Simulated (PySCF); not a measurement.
Breaking a bond: OH, doublet.

Levels: ROKS-TPSSh = PySCF 2.14.0 with restricted open-shell TPSSh/cc-pVDZ; UKS-LDA (SVWN5) = unrestricted LDA (SVWN5)/cc-pVDZ run with PySCF; UCCSD(T) = CCSD(T) on UHF/cc-pVDZ, 1 core orbital frozen run with PySCF.

Energies relative to the lowest point of each curve near equilibrium, in kJ/mol:

| R / Å | ROKS-TPSSh | UKS-LDA (SVWN5) |
|---|---|---|
| 0.79 | 137.1 | 145.3 |
| 0.88 | 31.3 | 35.4 |
| 0.97 | 0.0 | 0.8 |
| 1.03 | 3.1 | 2.0 |
| 1.22 | 72.7 | 66.6 |
| 1.32 | 124.3 | 115.9 |
| 1.61 | 274.8 | 259.0 |
| 1.95 | 418.5 | 380.8 |
| 2.14 | 480.7 | 420.1 |
| 2.41 | 549.5 | 452.9 |
| 2.90 | 629.7 | 479.3 |
| 3.89 | 694.4 | 491.3 |

Question: Predict the corresponding UCCSD(T) column.

Answer: 0.79: 133.7; 0.88: 28.9; 0.97: 0.0; 1.03: 5.0; 1.22: 79.0; 1.32: 130.3; 1.61: 264.3; 1.95: 356.6; 2.14: 378.2; 2.41: 389.1; 2.90: 392.9; 3.89: 393.8 (kJ/mol).

The unrestricted determinant behind UKS-LDA (SVWN5) is spin-contaminated at 1.74 to 3.89 Å (<S²> up to 1.7, against 0.75 for a pure doublet). The unrestricted determinant behind UCCSD(T) is spin-contaminated at 1.32 to 3.89 Å (<S²> up to 1.8, against 0.75 for a pure doublet).
